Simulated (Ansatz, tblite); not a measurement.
# The cluster WS₂+: a ladder of methods and basis sets, part 2 of 2

Aim: run the doublet of the cluster WS₂+ at one geometry on many levels, and compare frontier levels, spin and run time.

Ansatz 0.2.0, Gaussian basis; as each input shows.

**18. CCSD(T)/def2-TZVPP**

File in.yaml:

```yaml
crystal:
  periodic: [false, false, false]
  atoms:
    - {symbol: W, position_ang: [-0.403706, -0.752909, 0.001372]}
    - {symbol: S, position_ang: [1.661119, -0.406088, -0.050528]}
    - {symbol: S, position_ang: [-1.257414, 1.158997, 0.049157]}
basis:
  gaussian: {orbitals: def2-TZVPP, initial_orbitals: start.molden}
total_charge: 1
magnetization: {spin_polarized: true, initial_magnetization: 1}
correlation: {method: ccsd_t}
scf: {omitted_lower_state_checks: [starts, cluster_reference]}
output: {orbitals: {seedname: orbitals}}
```

The run is started by

```console
$ ansatz run in.yaml --threads 4 --pin off --events-out ev --progress --plain --max-ram 3916MiB
```

Standard output (excerpt; [...] marks lines left out):

```text
Functional definition: HF
  name "HF"
  cite "Fock, Z. Phys. 61, 126 (1930) doi:10.1007/BF01340294"
  parent pbe
[...]
859 factors; integrals over basis functions are off by at most 4.4e-4 eV
[...]
mean field -23435.36735015 eV, -861.2338650555 hartree, gradient 2.5e-6 eV, S^2 2.111726; 0 other end points of the search recorded, 0 dependent functions left out
10 core orbitals not correlated: weight in the atoms' cores, before any rotation towards them, 1.000 or more for the frozen orbitals, at most 0.000 for the correlated occupied ones
reference -23435.36735015 eV, -861.2338650555 hartree; 13, 12 occupied and 117, 118 virtual orbitals, 859 factors
second order -19.21495338 eV of doubles, -0.00000000 eV of singles
cycle   1  -18.39856577 eV  change    8.2e-1 eV  update   2.1e-1
[...]
cycle  17  -20.13147533 eV  change   -1.4e-5 eV  update   9.8e-6
perturbative correction -1.45679525 eV, -0.0535362379 hartree
WARN: the results are in doubt because among natural orbitals full CI differs from the method by -0.081 eV
Total energy: -23456.95562073 eV, -862.0272193661 hartree
In doubt: among natural orbitals full CI differs from the method by -0.081 eV
Checks for a lower state left out: starts, cluster_reference
```

It took 9.5 s on 4 threads of Arm Neoverse V2, shared host; peak memory 1.1 GiB.

From the report: Hartree-Fock HOMO -14.61 eV, LUMO -6.42 eV (over both spins); ⟨S²⟩ 2.112 (pure: 0.75); T1 0.078. Doubts: state flagged by the program, large T1 diagnostic, spin contamination.

**19. MP2/def2-TZVP**

File in.yaml:

```yaml
crystal:
  periodic: [false, false, false]
  atoms:
    - {symbol: W, position_ang: [-0.403706, -0.752909, 0.001372]}
    - {symbol: S, position_ang: [1.661119, -0.406088, -0.050528]}
    - {symbol: S, position_ang: [-1.257414, 1.158997, 0.049157]}
basis:
  gaussian: {orbitals: def2-TZVP, initial_orbitals: start.molden}
total_charge: 1
magnetization: {spin_polarized: true, initial_magnetization: 1}
correlation: {method: mp2}
scf: {omitted_lower_state_checks: [starts]}
output: {orbitals: {seedname: orbitals}}
```

Launched as before.

Standard output:

```text
Functional definition: HF
  name "HF"
  cite "Fock, Z. Phys. 61, 126 (1930) doi:10.1007/BF01340294"
  parent pbe
  exchange = exact_x
  correlation = 0
these checks for a lower state are left out or cut short: starts
810 factors; integrals over basis functions are off by at most 7.6e-4 eV
mean field evaluation 1: about -23433.7610 eV, gradient 2.2e1 eV
mean field evaluation 2: about -23434.8396 eV, gradient 1.9e0 eV
mean field evaluation 4: about -23435.2866 eV, gradient 8.7e-2 eV
mean field evaluation 8: about -23435.3019 eV, gradient 3.0e-6 eV
mean field -23435.30194771 eV, -861.2314615600 hartree, gradient 2.1e-6 eV, S^2 2.120294; 0 other end points of the search recorded, 0 dependent functions left out
10 core orbitals not correlated: weight in the atoms' cores, before any rotation towards them, 1.000 or more for the frozen orbitals, at most 0.000 for the correlated occupied ones
reference -23435.30194771 eV, -861.2314615600 hartree; 13, 12 occupied and 91, 92 virtual orbitals, 810 factors
second order -17.05263643 eV of doubles, -0.00000000 eV of singles
Total energy: -23452.35458414 eV, -861.8581343903 hartree
Checks for a lower state left out: starts
```

It took 0.95 s on 4 threads of Arm Neoverse V2, shared host.

Hartree-Fock HOMO -14.59 eV, LUMO -6.41 eV (over both spins); ⟨S²⟩ 2.120 (pure: 0.75). Doubts: spin contamination.

**20. RPA/def2-TZVP**

Edit in.yaml of step 19 so:

```diff
@@ -10,4 +10,4 @@
 magnetization: {spin_polarized: true, initial_magnetization: 1}
-correlation: {method: mp2}
+hamiltonian: {xc: pbe}
+correlation: {method: rpa}
 scf: {omitted_lower_state_checks: [starts]}
-output: {orbitals: {seedname: orbitals}}
```

Launched as before.

Standard output (excerpt; [...] marks lines left out):

```text
Functional definition: PBE
  name "PBE"
  cite "Perdew, Burke & Ernzerhof, Phys. Rev. Lett. 77, 3865 (1996) doi:10.1103/PhysRevLett.77.3865"
  parent pbe
[...]
810 factors; integrals over basis functions are off by at most 7.6e-4 eV
[...]
mean field -23482.12055491 eV, -862.9520136400 hartree, gradient 2.1e-6 eV, S^2 0.785499; 0 other end points of the search recorded, 0 dependent functions left out
10 core orbitals not correlated: weight in the atoms' cores, before any rotation towards them, 1.000 or more for the frozen orbitals, at most 0.000 for the correlated occupied ones
reference -23433.02965217 eV, -861.1479562394 hartree; 13, 12 occupied and 91, 92 virtual orbitals, 810 factors
Total energy: -23461.55691522 eV, -862.1963138198 hartree
Checks for a lower state left out: starts
```

It took 2 s on 4 threads of Arm Neoverse V2, shared host.

Report: ⟨S²⟩ 0.785 (pure: 0.75).

**21. Levels side by side**

```csv
level,functions,HOMO (eV),LUMO (eV),gap (eV),⟨S²⟩,time
PBE-D4/def2-SVP,68,-12.05,-10.56,1.48,0.785,0.9 s
PBE-D4/def2-TZVP,114,-11.94,-10.51,1.43,0.785,1.4 s
r2SCAN-D4/def2-TZVP,114,-12.09,-10.49,1.60,0.822,3.6 s
B97M-V/def2-TZVP,114,-12.14,-10.46,1.67,0.813,5.5 s
PBE0-D4/def2-SVP,68,-13.01,-9.83,3.18,0.845,1.1 s
PBE0-D4/def2-TZVP,114,-12.88,-9.74,3.15,0.845,4 s
r2SCAN0-D4/def2-TZVP,114,-12.96,-9.74,3.22,0.939,5.5 s
LC-ωPBE/def2-TZVP,114,-15.19,-7.60,7.59,1.003,4.2 s
ωB97X-V/def2-TZVP,114,-14.95,-7.53,7.42,0.808,15 s
ωB97M-V/def2-TZVP,114,-14.78,-7.58,7.20,0.821,9 s
PBE+5HF/def2-TZVP,114,-12.13,-10.36,1.78,0.792,1.6 s
PBE+10HF/def2-TZVP,114,-12.32,-10.20,2.12,0.801,1.6 s
PBE+15HF/def2-TZVP,114,-12.51,-10.04,2.46,0.812,1.7 s
PBE+35HF/def2-TZVP,114,-13.25,-9.43,3.83,0.901,1.9 s
PBE+50HF/def2-TZVP,114,-13.80,-8.96,4.84,1.058,3.1 s
```

Energy pieces by basis (eV):

```csv
basis,HF,MP2 correlation,CCSD correlation,(T),total
def2-TZVPP,-23435.3674,-19.2150,-20.1315,-1.4568,-23456.9556
def2-TZVP,-23435.3019,-17.0526,,,-23452.3546 (MP2)
```

**22. What came out**

This closing draws on all 2 parts.

| quantity | value |
| --- | --- |
| gap in def2-TZVP, named functionals, smallest and largest | 1.43 eV (PBE-D4), 7.59 eV (LC-ωPBE) |
| gap over the share of exact exchange | 1.43 eV at 0, 3.83 eV at 0.35 |
| correlation energy, CCSD(T)/def2-TZVPP | -21.59 eV |
| correlation energy, MP2/def2-TZVP | -17.05 eV |
| ⟨S²⟩ in def2-TZVP, named functionals, smallest and largest | 0.785, 1.003 |
| PBE0 total energy, smallest basis above largest | 7.87 eV (def2-SVP, def2-TZVP) |

In words: Orbital gaps of the named functionals in def2-TZVP span 1.43 eV (PBE-D4) to 7.59 eV (LC-ωPBE); exact exchange widens it. Raising the share of exact exchange from 0 to 0.35 moves the HOMO by -1.31 eV and the LUMO by +1.08 eV. Over the named functionals in def2-TZVP spin contamination reaches 0.25 (LC-ωPBE). Notes on CCSD(T)/def2-TZVPP: large T1 diagnostic, spin contamination, state flagged by the program.

The slowest run with a step of its own, ωB97X-V/def2-TZVP, took 15 s; the quickest functional in def2-TZVP took 1.4 s (shared host).
